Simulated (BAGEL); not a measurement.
# CH4Si (SMILES C[SiH]), step by step

Wanted: a single-point energy (HF/def2-SVP), then a single-point energy (NEVPT2(2,2)/def2-SVP), then the energy (CASPT2(2,2)/def2-SVP) of CH4Si. 

Program for the calculation: BAGEL 1.2.2.

2 further runs of the same task are left out: 2 set aside as unsound or not needed.

## (1) The structure to begin with

CH4Si: 6 atoms, total charge 0, spin state singlet. As SMILES, `C[SiH]`. The Si2–H6 distance was set to 2.067 Å, away from the relaxed value. At this shape a bond of the SMILES string is far longer than usual.

Bond lengths: C1–Si2 1.892 Å, C1–H3 1.098 Å, C1–H4 1.091 Å, C1–H5 1.098 Å. Angles: Si2–C1–H3 109.7°, Si2–C1–H4 113.8°, Si2–C1–H5 109.5°, H3–C1–H4 109.0°, H3–C1–H5 105.5°, H4–C1–H5 109.0°. A long bond or contact: Si2–H6 2.067 Å.

## (2) A single-point energy at HF/def2-SVP (density fitting with svp-jkfit) (run 1)

Input file job.json:

```json
{ "bagel" : [

{
  "title" : "molecule",
  "basis" : "svp",
  "df_basis" : "svp-jkfit",
  "angstrom" : false,
  "geometry" : [
    { "atom" : "C", "xyz" : [  0.33599519, -1.55826060, -0.80672030 ] },
    { "atom" : "Si", "xyz" : [  2.24613036, -0.47015630,  2.01388491 ] },
    { "atom" : "H", "xyz" : [ -1.67353957, -1.64159753, -0.30008473 ] },
    { "atom" : "H", "xyz" : [  0.91897570, -3.39053905, -1.54881575 ] },
    { "atom" : "H", "xyz" : [  0.46733116, -0.14474546, -2.31944607 ] },
    { "atom" : "H", "xyz" : [  0.26871905,  2.87238371,  2.42640834 ] }
  ]
},
{ "title" : "hf", "charge" : 0 },
{ "title" : "print", "file" : "orbitals.molden", "orbitals" : true }

]}
```

Launch:

```
$ BAGEL_NUM_THREADS=1 BAGEL job.json > job.out
```

Standard output:

```text
* using 1 threads per process

  ===============================================================
  ===============================================================

  *** Geometry ***

  { "atom" : "C", "xyz" : [      0.335995,     -1.558261,     -0.806720 ] },
  { "atom" : "Si", "xyz" : [      2.246130,     -0.470156,      2.013885 ] },
  { "atom" : "H", "xyz" : [     -1.673540,     -1.641598,     -0.300085 ] },
  { "atom" : "H", "xyz" : [      0.918976,     -3.390539,     -1.548816 ] },
  { "atom" : "H", "xyz" : [      0.467331,     -0.144745,     -2.319446 ] },
  { "atom" : "H", "xyz" : [      0.268719,      2.872384,      2.426408 ] },

  Number of auxiliary basis functions:      275

  Since a DF basis is specified, we compute 2- and 3-index integrals:
    o Being stored without compression. Storage requirement is 0.006 GB

  Number of basis functions:       52
  Number of electrons      :       24

    * METHOD: MOLECULE                             0.05

  *** RHF ***

  === Nuclear Repulsion ===
    47.1315168919

      * DIIS with orbital gradients will be used.

  === RHF iteration (svp) ===
      0       -328.80539527          0.01945432           0.01
      1       -328.88249463          0.00944496           0.01
      2       -328.89813788          0.00164088           0.01
      3       -328.89939782          0.00029860           0.01
      4       -328.89944370          0.00009382           0.01
      5       -328.89944981          0.00002608           0.01
      6       -328.89945019          0.00000473           0.01
      7       -328.89945020          0.00000145           0.01
      8       -328.89945020          0.00000032           0.01
      9       -328.89945020          0.00000009           0.01
     10       -328.89945020          0.00000002           0.01
     11       -328.89945020          0.00000001           0.01
    * SCF iteration converged.

    * Permanent dipole moment:
           (   -0.023759,     0.665660,     0.471363) a.u.

    * METHOD: HF                                   0.18

    * METHOD: PRINT                                0.00

  ===============================================================
```

It took 0.48 s on 1 thread of Arm Neoverse V2, shared host; peak memory 0.14 GiB.

## (3) The energy at NEVPT2(2,2)/def2-SVP (density fitting with svp-jkfit) (run 2)

Input file calc.json:

```json
{ "bagel": [

{
  "title": "molecule",
  "basis": "svp",
  "df_basis": "svp-jkfit",
  "geometry": [
    { "atom": "C", "xyz": [  0.33599519, -1.55826060, -0.80672030 ] },
    { "atom": "Si", "xyz": [  2.24613036, -0.47015630,  2.01388491 ] },
    { "atom": "H", "xyz": [ -1.67353957, -1.64159753, -0.30008473 ] },
    { "atom": "H", "xyz": [  0.91897570, -3.39053905, -1.54881575 ] },
    { "atom": "H", "xyz": [  0.46733116, -0.14474546, -2.31944607 ] },
    { "atom": "H", "xyz": [  0.26871905,  2.87238371,  2.42640834 ] }
  ]
},
{
  "title": "hf"
},
{
  "title": "casscf",
  "nstate": 1,
  "nact": 2,
  "nclosed": 11,
  "active": [12, 14],
  "maxiter": 200,
  "natocc": true
},
{
  "title": "nevpt2",
  "nstate": 1,
  "nact": 2,
  "nclosed": 11,
  "active": [12, 14],
  "maxiter": 200,
  "natocc": true,
  "ncore": 6
},
{
  "title": "print",
  "file": "orbitals.molden",
  "orbitals": true
}

]}
```

Launch:

```
$ BAGEL_NUM_THREADS=1 BAGEL calc.json > calc.out
```

Standard output:

```text
* using 1 threads per process

  ===============================================================
  ===============================================================

  *** Geometry ***

  { "atom" : "C", "xyz" : [      0.335995,     -1.558261,     -0.806720 ] },
  { "atom" : "Si", "xyz" : [      2.246130,     -0.470156,      2.013885 ] },
  { "atom" : "H", "xyz" : [     -1.673540,     -1.641598,     -0.300085 ] },
  { "atom" : "H", "xyz" : [      0.918976,     -3.390539,     -1.548816 ] },
  { "atom" : "H", "xyz" : [      0.467331,     -0.144745,     -2.319446 ] },
  { "atom" : "H", "xyz" : [      0.268719,      2.872384,      2.426408 ] },

  Number of auxiliary basis functions:      275

  Since a DF basis is specified, we compute 2- and 3-index integrals:
    o Being stored without compression. Storage requirement is 0.006 GB

  Number of basis functions:       52
  Number of electrons      :       24

    * METHOD: MOLECULE                             0.05

  *** RHF ***

  === Nuclear Repulsion ===
    47.1315168919

      * DIIS with orbital gradients will be used.

  === RHF iteration (svp) ===
      0       -328.80539527          0.01945432           0.01
      1       -328.88249463          0.00944496           0.01
      2       -328.89813788          0.00164088           0.01
      3       -328.89939782          0.00029860           0.01
      4       -328.89944370          0.00009382           0.01
      5       -328.89944981          0.00002608           0.01
      6       -328.89945019          0.00000473           0.01
      7       -328.89945020          0.00000145           0.01
      8       -328.89945020          0.00000032           0.01
      9       -328.89945020          0.00000009           0.01
     10       -328.89945020          0.00000002           0.01
     11       -328.89945020          0.00000001           0.01
    * SCF iteration converged.

    * Permanent dipole moment:
           (   -0.023759,     0.665660,     0.471363) a.u.

    * METHOD: HF                                   0.18

  ---------------------------
      CASSCF calculation
  ---------------------------

    ==== Active orbitals : =====
         Orbital 12
         Orbital 14
    ============================

    * nstate   :      1
    * nclosed  :     11
    * nact     :      2
    * nvirt    :     39
  === CASSCF iteration (svp) ===

    * Using the second-order algorithm

      0  0      -328.90602984     1.76e-03      0.01

      1  0      -328.92090352     3.32e-03      0.05

      2  0      -328.92423292     3.89e-04      0.06

      3  0      -328.92428440     1.32e-04      0.06

      4  0      -328.92428858     4.52e-05      0.06

      5  0      -328.92428899     1.47e-05      0.06

      6  0      -328.92428903     4.69e-06      0.06

      7  0      -328.92428903     1.49e-06      0.06

      8  0      -328.92428903     4.70e-07      0.06

      9  0      -328.92428903     1.49e-07      0.06

     10  0      -328.92428903     4.69e-08      0.06

     11  0      -328.92428903     1.48e-08      0.06

     12  0      -328.92428903     4.70e-09      0.05

    * Second-order optimization converged. *

     guess   0:   closed 1.                   open ..

  === FCI iteration ===

      0  0      -328.89819675     6.67e-02      0.00
      1  0      -328.92420951     3.06e-03      0.00
      2  0 *    -328.92428903     3.82e-16      0.00

     * ci vector, state   0, <S^2> = 0.0000
       2.     0.9813720988
       .2    -0.1921166410

    * METHOD: CASSCF                               0.74

    * freezing 6 orbitals

  === DF-NEVPT2 calculation ===

    * 3-index integral transformation done
    * assembly done

      NEVPT2 correlation energy:   -0.2131639338      0.03

          (+0)     -0.1845720461
          (+0)'    -0.0054357259
          (+1)     -0.0045095142
          (+1)'    -0.0000000000
          (+2)     -0.0005240084
          (-1)     -0.0128811308
          (-1)'     0.0000000000
          (-2)     -0.0052415085

      NEVPT2 total energy:       -329.1374529666

    * METHOD: NEVPT2                               0.05

    * METHOD: PRINT                                0.00

  ===============================================================
```

Run time: 1.3 s. Hardware: 1 thread of Arm Neoverse V2, shared host; peak memory 0.14 GiB.

## (4) A single-point energy at CASPT2(2,2)/def2-SVP (density fitting with svp-jkfit) (run 3)

Input file caspt2.json:

```json
{ "bagel" : [

{
  "title" : "molecule",
  "basis" : "svp",
  "df_basis" : "svp-jkfit",
  "angstrom" : false,
  "geometry" : [
    { "atom" : "C", "xyz" : [     0.33599519,    -1.55826060,    -0.80672030 ] },
    { "atom" : "Si", "xyz" : [     2.24613036,    -0.47015630,     2.01388491 ] },
    { "atom" : "H", "xyz" : [    -1.67353957,    -1.64159753,    -0.30008473 ] },
    { "atom" : "H", "xyz" : [     0.91897570,    -3.39053905,    -1.54881575 ] },
    { "atom" : "H", "xyz" : [     0.46733116,    -0.14474546,    -2.31944607 ] },
    { "atom" : "H", "xyz" : [     0.26871905,     2.87238371,     2.42640834 ] }
  ]
},

{ "title" : "hf" },

{ "title" : "casscf", "nstate" : 1, "nact" : 2, "nclosed" : 11, "active" : [12, 14], "maxiter" : 200, "natocc" : true },

{ "title" : "print", "file" : "orbitals.molden", "orbitals" : true },

{ "title" : "smith", "method" : "caspt2", "ms" : true, "xms" : true, "sssr" : true, "shift" : 0.2, "shift_imag" : true, "ncore" : 6 }

]}
```

Launch:

```
$ BAGEL_NUM_THREADS=1 BAGEL caspt2.json > caspt2.out
```

Standard output:

```text
* using 1 threads per process

  ===============================================================
  ===============================================================

  *** Geometry ***

  { "atom" : "C", "xyz" : [      0.335995,     -1.558261,     -0.806720 ] },
  { "atom" : "Si", "xyz" : [      2.246130,     -0.470156,      2.013885 ] },
  { "atom" : "H", "xyz" : [     -1.673540,     -1.641598,     -0.300085 ] },
  { "atom" : "H", "xyz" : [      0.918976,     -3.390539,     -1.548816 ] },
  { "atom" : "H", "xyz" : [      0.467331,     -0.144745,     -2.319446 ] },
  { "atom" : "H", "xyz" : [      0.268719,      2.872384,      2.426408 ] },

  Number of auxiliary basis functions:      275

  Since a DF basis is specified, we compute 2- and 3-index integrals:
    o Being stored without compression. Storage requirement is 0.006 GB

  Number of basis functions:       52
  Number of electrons      :       24

    * METHOD: MOLECULE                             0.05

  *** RHF ***

  === Nuclear Repulsion ===
    47.1315168919

      * DIIS with orbital gradients will be used.

  === RHF iteration (svp) ===
      0       -328.80539527          0.01945432           0.01
      1       -328.88249463          0.00944496           0.01
      2       -328.89813788          0.00164088           0.01
      3       -328.89939782          0.00029860           0.01
      4       -328.89944370          0.00009382           0.01
      5       -328.89944981          0.00002608           0.01
      6       -328.89945019          0.00000473           0.01
      7       -328.89945020          0.00000145           0.01
      8       -328.89945020          0.00000032           0.01
      9       -328.89945020          0.00000009           0.01
     10       -328.89945020          0.00000002           0.01
     11       -328.89945020          0.00000001           0.01
    * SCF iteration converged.

    * Permanent dipole moment:
           (   -0.023759,     0.665660,     0.471363) a.u.

    * METHOD: HF                                   0.17

  ---------------------------
      CASSCF calculation
  ---------------------------

    ==== Active orbitals : =====
         Orbital 12
         Orbital 14
    ============================

    * nstate   :      1
    * nclosed  :     11
    * nact     :      2
    * nvirt    :     39
  === CASSCF iteration (svp) ===

    * Using the second-order algorithm

      0  0      -328.90602984     1.76e-03      0.01

      1  0      -328.92090352     3.32e-03      0.06

      2  0      -328.92423292     3.89e-04      0.06

      3  0      -328.92428440     1.32e-04      0.06

      4  0      -328.92428858     4.52e-05      0.06

      5  0      -328.92428899     1.47e-05      0.06

      6  0      -328.92428903     4.69e-06      0.06

      7  0      -328.92428903     1.49e-06      0.06

      8  0      -328.92428903     4.70e-07      0.06

      9  0      -328.92428903     1.49e-07      0.06

     10  0      -328.92428903     4.69e-08      0.06

     11  0      -328.92428903     1.48e-08      0.05

     12  0      -328.92428903     4.70e-09      0.05

    * Second-order optimization converged. *

     guess   0:   closed 1.                   open ..

  === FCI iteration ===

      0  0      -328.89819675     6.67e-02      0.00
      1  0      -328.92420951     3.06e-03      0.00
      2  0 *    -328.92428903     3.82e-16      0.00

     * ci vector, state   0, <S^2> = 0.0000
       2.     0.9813720988
       .2    -0.1921166410

    * METHOD: CASSCF                               0.75

    * METHOD: PRINT                                0.00

  === SMITH program ===

    * freezing 6 orbitals

    * Approximate memory requirement for SMITH calulation per MPI process:
      o Storage requirement for T-amplitude, lambda, and residual is 0.00 GB
      o Storage requirement for MO integrals is 0.00 GB
    * Calculating and saving rdm4f

    * Zeroth order energy : state  0       -0.6574627136

    * CASPT2 iteration is performed using orthogonal basis

      -------------------------------------------  CASPT2 iteration  ---------------------------------------------------
       #      aibj      arbs      arbi      airj      risj      airs      arst      rist         Etot      error   time
      ------------------------------------------------------------------------------------------------------------------

       0  -0.18365  -0.00619  -0.01321  -0.00490  -0.00078  -0.00478  -0.00000  -0.00000   -0.2135199  0.0017464   0.01
       1  -0.18381  -0.00623  -0.01326  -0.00501  -0.00086  -0.00497   0.00000  -0.00000   -0.2141473  0.0004377   0.01
       2  -0.18381  -0.00623  -0.01327  -0.00502  -0.00086  -0.00498  -0.00000  -0.00001   -0.2141885  0.0001085   0.01
       3  -0.18381  -0.00623  -0.01327  -0.00502  -0.00087  -0.00499  -0.00000  -0.00000   -0.2141909  0.0000215   0.01
       4  -0.18381  -0.00623  -0.01327  -0.00502  -0.00087  -0.00499   0.00000  -0.00000   -0.2141910  0.0000038   0.01
       5  -0.18381  -0.00623  -0.01327  -0.00502  -0.00087  -0.00499  -0.00000  -0.00000   -0.2141910  0.0000008   0.01

      ------------------------------------------------------------------------------------------------------------------

    * CASPT2 energy : state  0     -329.1401805816
        w/o shift correction       -329.1384800737
        reference weight              0.9196470390

    * METHOD: SMITH                                0.11

  ===============================================================
```

It took 1.4 s on 1 thread of Arm Neoverse V2, shared host; peak memory 0.14 GiB.

## (5) Results

| quantity | value |
| --- | --- |
| run 1, HF/def2-SVP: total energy | -328.89945 Eh |
| run 1, HF/def2-SVP: dipole moment | 2.07 D |
| run 1, HF/def2-SVP: HOMO energy | -8.70 eV |
| run 1, HF/def2-SVP: LUMO energy | 0.54 eV |
| run 1, HF/def2-SVP: HOMO–LUMO gap | 9.23 eV |
| run 2, NEVPT2(2,2)/def2-SVP: total energy | -329.13745 Eh |
| run 3, CASPT2(2,2)/def2-SVP: total energy | -329.14018 Eh |

One bond (run 1, HF/def2-SVP) is far stretched, which a spin-restricted single reference describes badly; a broken-symmetry solution may lie lower.
